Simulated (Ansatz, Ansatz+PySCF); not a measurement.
```
atom    x (Å)    y (Å)    z (Å)
   C   1.3623   0.0121   0.0339
   C   0.7390   1.2517  -0.0288
   C  -0.6509   1.2490  -0.0283
   C  -1.3186  -0.0144  -0.0478
   C  -0.6646  -1.2442   0.0199
   C   0.7588  -1.2731  -0.0114
   H   1.3187   2.1185  -0.0001
   H  -1.1559   2.1569  -0.0428
   H  -2.4358   0.0267  -0.0367
   H  -1.1827  -2.1724  -0.0478
   H   1.3234  -2.2108  -0.0255
```

UHF on doublet C6H5 was run in several spherical basis sets with Ansatz (development build ahead of 0.2.0). Caution for UHF: the unrestricted determinant is spin contaminated.

(1) Rank the basis sets by the total energy that they give, lowest first, with the distance from the lowest.
A. 6-31G(d)
B. 6-31G
C. def2-TZVP
D. def2-SVP
E. cc-pVDZ

## Answers

(1) C (0.00 eV), E (1.64 eV), A (2.14 eV), B (4.21 eV), D (6.74 eV).

Totals follow the description of the cores as much as that of the bonds, so this order isn't one of quality for chemistry.
